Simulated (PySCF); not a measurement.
PySCF input:

```python
from pyscf import gto, scf, mp, cc as ccmod

mol = gto.M(
    atom='''
    Cl   -0.00000000   -0.00000000   -0.07362004
    H     0.00000000    0.00000000    1.25154065
    ''',
    basis='cc-pvdz',
    charge=1,
    spin=1,
    symmetry='C2v',
    verbose=4,
)

mf = scf.UHF(mol)
mf.conv_tol = 1e-10
mf.max_cycle = 100
mf.kernel()
mp2 = mp.MP2(mf, frozen=5).run()
cc = ccmod.CCSD(mf, frozen=5)
cc.max_cycle = 100
cc.kernel()
et = cc.ccsd_t()
print(f'E(CCSD(T)) = {cc.e_tot + et:.9f}')
```

Question: Which total energy does the run end on?

Answer: -459.80494 Eh (CCSD(T)/cc-pVDZ).
